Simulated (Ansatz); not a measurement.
**BSiH4 (SMILES [BH][SiH3]): where methods fail along a bond**

BSiH4: 6 atoms, total charge 0, spin state doublet. SMILES: `[BH][SiH3]`. The shape is that of a GFN2-xTB optimisation.

```tsv
atom	x (Å)	y (Å)	z (Å)
B	0.9385	-0.8301	0.6514
Si	-0.2687	0.3784	-0.1983
H	1.2069	-1.9213	0.9296
H	-1.5115	-0.1384	-0.8202
H	0.3927	1.1027	-1.3009
H	-0.7579	1.4086	0.7384
```

The B1–H3 distance is scanned; the parts on either side stay rigid. Basis STO-3G, 6 core orbitals frozen in the correlated methods; program Ansatz 0.2.0. FCI is exact within this basis and core. Energies in eV from each method's value at 1.158 Å; open shells run as named. The shape above is that at 1.158 Å.

```json
{"distance (Å)": "1.158", "UHF": "0.00", "U-revPBE": "0.00", "UBHLYP": "0.00", "U-r2SCAN0": "0.00", "U-wB97X": "0.00", "UBCCD(T)": "0.00", "UCCSDT(Q)": "0.00", "FCI": "0.00"}
{"distance (Å)": "1.447", "UHF": "1.04", "U-revPBE": "0.72", "UBHLYP": "0.93", "U-r2SCAN0": "0.89", "U-wB97X": "0.85", "UBCCD(T)": "0.73", "UCCSDT(Q)": "0.73", "FCI": "0.73"}
{"distance (Å)": "1.736", "UHF": "2.92", "U-revPBE": "2.18", "UBHLYP": "2.67", "U-r2SCAN0": "2.58", "U-wB97X": "2.52", "UBCCD(T)": "2.20", "UCCSDT(Q)": "2.19", "FCI": "2.19"}
{"distance (Å)": "2.315", "UHF": "4.57", "U-revPBE": "4.74", "UBHLYP": "5.12", "U-r2SCAN0": "5.04", "U-wB97X": "5.25", "UBCCD(T)": "4.43", "UCCSDT(Q)": "4.39", "FCI": "4.39"}
{"distance (Å)": "2.894", "UHF": "4.82", "U-revPBE": "5.41", "UBHLYP": "5.56", "U-r2SCAN0": "5.55", "U-wB97X": "5.66", "UBCCD(T)": "5.19", "UCCSDT(Q)": "5.21", "FCI": "4.97"}
```

Departure from the FCI curve at its largest: UHF +0.73 eV at 1.74 Å; U-revPBE +0.44 eV at 2.89 Å; UBHLYP +0.73 eV at 2.31 Å; U-r2SCAN0 +0.66 eV at 2.31 Å; U-wB97X +0.86 eV at 2.31 Å; UBCCD(T) +0.22 eV at 2.89 Å; UCCSDT(Q) +0.24 eV at 2.89 Å. For the functionals part of the departure is owed to the small basis.
